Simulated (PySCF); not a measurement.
Rock-salt LiCl: PBE at its full settings () and at cheaper ones, in a cell of 2 atoms.

| level and setting | equilibrium lattice constant a (Å) | bulk modulus B0 (GPa) | band gap (eV) |
|---|---|---|---|
| PBE (PySCF) | 5.157 | 31.7 | 6.27 |
| PBE/6-31G* (PySCF) | 5.150 | 32.5 | 6.36 |
| PBE/GTH-DZVP (PySCF) | 5.165 | 31.8 | 6.30 |
| PBE/GTH-SZV (PySCF) | 5.365 | 30.3 | 6.03 |
| PBE/STO-3G (PySCF) | 4.887 | 61.8 | 7.05 |

Largest shifts from the full settings: lattice constant a -5.24 % (PBE/STO-3G), against a difference of +1.72 % of the full result from the reference 5.07 Å (measured, static lattice: zero-point anharmonic expansion removed, our sources range from 5.056 to 5.072; as tabulated in Mejia-Rodriguez and Trickey (2018), arXiv:1807.09216); bulk modulus +95 % (PBE/STO-3G), against a difference of -18.1 % of the full result from the reference 38.7 GPa (measured, 0 K value with the zero-point phonon effect removed, our sources range from 37.3 to 38.7; as tabulated in Mejia-Rodriguez and Trickey (2018), arXiv:1807.09216); band gap +0.78 eV (PBE/STO-3G), against a difference of -3.13 eV of the full result from the reference 9.4 eV (measured, low temperature, zero-point motion not removed; as tabulated in Chen et al. (2018), doi:10.1103/physrevmaterials.2.073803).

The full settings aren't shown to be converged themselves.

Density-functional gaps are differences of (generalised) Kohn–Sham levels.

Cells: PBE at the level's own relaxed cell for 2 of them, at the measured cell for 1 of them; PBE/6-31G* at the level's own equilibrium cell for 2 of them, at the measured cell for 1 of them; PBE/GTH-DZVP at the level's own relaxed cell for 2 of them, at the measured cell for 1 of them; PBE/GTH-SZV at the level's own relaxed cell for 2 of them, at the measured cell for 1 of them; PBE/STO-3G at the level's own equilibrium cell for 2 of them, at the measured cell for 1 of them.

Run with cheap settings on purpose, which may leave them unconverged: PBE/6-31G*, PBE/GTH-DZVP, PBE/GTH-SZV, PBE/STO-3G.
